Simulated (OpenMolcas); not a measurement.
# How methods differ on CH8Si2 (SMILES [SiH3]C[SiH3])

The species is CH8Si2 (11 atoms), meant as a singlet with charge 0. As SMILES, `[SiH3]C[SiH3]`. The coordinates come from a PBE0-D4/def2-TZVP relaxation.

Quantity: the dipole moment, in D. The values are calculated.

| level | kind | program | value (D) | CPU time |
| --- | --- | --- | --- | --- |
| HF/def2-SVP | Hartree–Fock | OpenMolcas | 0.85 | 10 s |
| BLYP/def2-SVP | GGA | OpenMolcas | 0.85 | 45 s |
| PBE/def2-SVP | GGA | OpenMolcas | 0.86 | 45 s |
| revPBE/def2-SVP | GGA | OpenMolcas | 0.86 | 47 s |
| M06-L/def2-SVP | meta-GGA | OpenMolcas | 0.88 | 51 s |
| TPSS/def2-SVP | meta-GGA | OpenMolcas | 0.86 | 59 s |
| r2SCAN/def2-SVP | meta-GGA | OpenMolcas | 0.87 | 52 s |
| M06-2X/def2-SVP | hybrid meta-GGA | OpenMolcas | 0.82 | 45 s |

The values span 0.82 to 0.88 D. Magnitudes only: a small dipole may point the other way at some levels. Times are those of the runs behind each value, whatever else they computed, on shared processors of several kinds: orders of magnitude only.
